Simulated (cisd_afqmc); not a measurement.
Input (AFQMC/CISD/aug-cc-pVDZ; cisd_afqmc is a phaseless AFQMC code with CISD trial states that reads the integrals written by Ansatz):

Ansatz 0.2 input:
```python
import cisd_afqmc

open("ham.yaml", "w").write("""\
crystal:
  periodic: [false, false, false]
  atoms:
    - {symbol: N, position_ang: [-0.64293399, -0.08456310, 0.00000000]}
    - {symbol: N, position_ang: [0.47987701, -0.08456310, 0.00000000]}
    - {symbol: H, position_ang: [1.14139887, 1.18388341, 0.00000000]}
basis:
  gaussian:
    orbitals: aug-cc-pVDZ
magnetization: {spin_polarized: true, initial_magnetization: 1}
correlation: {method: ccsd, electrons: outside_noble_gas, hamiltonian_folder: ham}
""")
rep = cisd_afqmc.ansatz("ham.yaml")
e_ccsd = rep["correlation"]["coupled_cluster"]["energy"]["hartree"]
out = cisd_afqmc.run("ham", e_ccsd, trial="CISD", walkers=2000, populations=1, threads=12, dt=0.005, steps=40, early=24, settle=10, least=100,
    cut=5e-5, rank_cut=2e-4, target=0.0004, seconds=1000, seed=4, memory=62639, gpu=True)
```

Output:

```
orbitals 53, occupied [6, 5], factors 297 of 545, rank of the doubles 243 of 522
E(HF) = -109.424587
E(CCSD) on the cut factors = -109.755381, shift to the whole factors -0.000009
Energy of the trial state on the determinant = -109.755394
  tau behind 7.2 of longer steps, mean of the populations' last blocks
   2.0  -109.77132
   4.0  -109.77134
   6.0  -109.77030
   8.0  -109.77154
  10.0  -109.77166
  12.0  -109.77079
  14.0  -109.77040
  16.0  -109.77171
  18.0  -109.77066
  20.0  -109.77222
  22.0  -109.77181
blocks 100 (0 outliers left out), error by blocks joined: 1: 0.00017, 2: 0.00021, 4: 0.00022, 8: 0.00026
E(AFQMC/CISD) = -109.77124 +/- 0.00026
```

The determinant is spin-contaminated: <S^2> is 0.90, 0.15 over the pure value.
